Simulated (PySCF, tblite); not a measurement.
**K+ and sulfur dioxide**

A gas-phase complex of K+ and sulfur dioxide; charge +1, singlet. The structure comes from a short search (6 tight-binding starts) and was relaxed by PBE0-D3(BJ)/def2-SVPD; another way of binding may lie lower. Frequencies by PBE0-D3(BJ)/def2-SVPD show no clear imaginary mode.

```tsv
part	name	SMILES	atoms	charge	multiplicity
1	K+	[K+]	1	+1	1
2	sulfur dioxide	O=S=O	2–4	0	1
```

Coordinates in Å:
```
K1      1.251    0.652   -0.205
O2      1.290    3.561   -0.466
S3     -0.124    3.823   -0.176
O4     -0.892    2.605    0.103
```

Contacts between parts, classed by geometry: K1···O4 2.916 Å (ion contact); K1···O2 2.920 Å (ion contact); K1···S3 3.456 Å (ion contact).

Interaction energies are complex less parts, with the parts frozen as they stand in it; counterpoise-corrected, in kcal/mol (PySCF).

Give the interaction energy at each level run.


```
                  level  interaction  superposition error removed
wB97M-D3(BJ)/def2-TZVPD       -13.82                        -0.14
 PBE0-D3(BJ)/def2-TZVPD       -13.88                        -0.15
```

What holds them together? Decompose the wB97M-D3(BJ)/def2-TZVPD energy: frozen parts, their antisymmetrised product, then relaxation.

electrostatic -12.4, Pauli repulsion +5.1, orbital relaxation -6.0, dispersion correction -0.6 kcal/mol, which sum to the value before the counterpoise correction; the Pauli term holds the exchange-correlation of the frozen density too. Of the attraction, 65 % is electrostatic, 32 % is orbital relaxation, 3 % is dispersion correction.

The parts were also relaxed and run alone, at the levels used for the complex: shieldings by PBE0/pcSseg-2; core levels by delta-SCF with SCAN, pcX-2 on the ionised atom and pcseg-1 elsewhere, spin-free X2C (2p3/2 is the spin-free 2p value less a third of a first-order spin-orbit splitting).

Values alone: shielding of K1 (ppm): 1325.5; shielding of O4 (ppm): -372.1; shielding of O2 (ppm): -372.1; S3 2p3/2 core level (eV): 174.95; O4 1s core level (eV): 539.61.

What does binding change?


| property | alone | in the complex | change |
| --- | --- | --- | --- |
| shielding of K1 (ppm) | 1325.5 | 1293.2 | -32.3 |
| shielding of O4 (ppm) | -372.1 | -339.0 | +33.1 |
| shielding of O2 (ppm) | -372.1 | -339.4 | +32.7 |
| S3 2p3/2 core level (eV) | 174.95 | 179.64 | +4.68 |
| O4 1s core level (eV) | 539.61 | 544.13 | +4.51 |
